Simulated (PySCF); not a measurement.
**Peak assignment**

Molfile (atoms numbered from 1):
```
C2H4F2O
     RDKit          3D

  9  8  0  0  0  0  0  0  0  0999 V2000
    1.4266    0.5162    0.5013 O   0  0  0  0  0  0  0  0  0  0  0  0
    0.5735   -0.4698    0.0197 C   0  0  0  0  0  0  0  0  0  0  0  0
   -0.8576    0.0078   -0.0605 C   0  0  0  0  0  0  0  0  0  0  0  0
   -1.3383    0.3195    1.1582 F   0  0  0  0  0  0  0  0  0  0  0  0
   -0.8871    1.1448   -0.8105 F   0  0  0  0  0  0  0  0  0  0  0  0
    1.2717    1.3115   -0.0226 H   0  0  0  0  0  0  0  0  0  0  0  0
    0.6173   -1.3297    0.7058 H   0  0  0  0  0  0  0  0  0  0  0  0
    0.8577   -0.8374   -0.9881 H   0  0  0  0  0  0  0  0  0  0  0  0
   -1.5310   -0.7323   -0.5291 H   0  0  0  0  0  0  0  0  0  0  0  0
  1  2  1  0
  2  3  1  0
  3  4  1  0
  3  5  1  0
  1  6  1  0
  2  7  1  0
  2  8  1  0
  3  9  1  0
M  END
```

- coordinates at the PBE0-D3(BJ)/def2-SVP level
- spin–spin couplings from B3LYP/pcJ-1
- NMR shieldings at PBE0/pcSseg-1/GIAO
- run in PySCF 2.14
- non-relativistic Hamiltonian, no solvent model, fast rotation and ring inversion assumed for equivalent nuclei, one conformer

Scale: $^{13}$C (σref 184.41) and $^{1}$H (σref 31.27) vs TMS (reference shieldings calculated alike).

Q: Assign these signals to the numbered atoms. $^{13}$C{$^{1}$H} NMR (computed): δ 118.3 (t, J = 300.0 Hz), 65.7 (t, J = 20.7 Hz).

A: 
| δ (ppm) | atoms | environment | reason |
| --- | --- | --- | --- |
| 118.3 | C3 | sp3 CH bonded to 2 F | 2 electronegative neighbours deshield it |
| 65.7 | C2 | sp3 CH2 bonded to O | deshielded by the electronegative neighbour |

Q: Assign these signals to the numbered atoms. $^{1}$H NMR (600 MHz, computed): δ 5.68 (t, J = 61.7 Hz, 1H), 3.75 (t, J = 18.2 Hz, 2H), 0.88 (br s, 1H).

A: 
| δ (ppm) | atoms | environment | reason |
| --- | --- | --- | --- |
| 5.68 | H9 | hydrogen on an sp3 CH bonded to 2 F | its carbon carries F, an electronegative neighbour |
| 3.75 | H7/H8 | hydrogen on an sp3 CH2 bonded to O | its carbon carries O, an electronegative neighbour |
| 0.88 | H6 | hydrogen on an alcohol oxygen | exchangeable, gas-phase position |

The OH or NH signal is concentration- and solvent-dependent in practice; the value given is the gas-phase one. Common functionals overestimate the size of one-bond C–F couplings by tens of Hz; these are unscaled. Splittings below 1 Hz are ignored in the labels, and close J values are merged. Unscaled 3J(H,H) at this level run about 10 % above measured values. Shifts are as computed. Against solution values, carbons near 30 ppm lie about +2 ppm off and those near 130 ppm about +5 ppm. Of 1211 compounds with measured shifts, 218 miss one by over three times the rms of a fit or turn the order of signals round; such compounds aren't used in these exercises. Couplings to exchangeable protons are dropped. 3J across rotatable bonds or in flexible rings reflects this conformer alone.
